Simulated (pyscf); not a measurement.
Single points on ωB97X-D3(BJ)/def2-SVP structures (PySCF, gas phase). MP2 and CC: frozen core, UHF for open shells. ΔMP2 is the change of the MP2 total energy from the triple- to the quadruple-zeta basis.

### Question
HO–SnH(Cl)–Cl → Cl–Sn:–Cl [singlet] + H₂O
Surface: singlet. Broken: O–Sn, H–Sn. Formed: H–O. Give ΔE‡ and ΔE from CCSD(T)/def2-TZVPP, relative to the reactant's lowest minimum found.

### Answer
ΔE‡ = 2.03 eV, ΔE = -0.12 eV. CCSD(T)/def2-TZVPP + ΔMP2(QZVPP) gives 1.99 eV and -0.15 eV. Zero-point energy shifts the barrier by -0.07 eV. It is a 1,1-elimination, with an imaginary mode of 1396i cm⁻¹. On the product side the descent ends in an adduct with a O–Sn contact (not fully relaxed), 0.68 eV under the separated species and 2.83 eV under the saddle at ωB97X-D3(BJ)/def2-TZVP. What is counted as broken (O–Sn) persists as a longer contact in the product adduct; parting that adduct is a step of its own. At ωB97X-D3(BJ) the barrier from the zero used here is 2.13 eV. One saddle was located; it need not be the lowest between these sides. The CCSD(T) − MP2 part came from Ansatz, without density fitting, on the same reference. The frozen core leaves the outer d or s,p core shells of the metals and heavy elements correlated in the MP2 and CC values, and def2-TZVPP describes them poorly, which can shift differences by a few kcal/mol. Elements past Kr carry the def2 core potentials, without spin-orbit coupling.
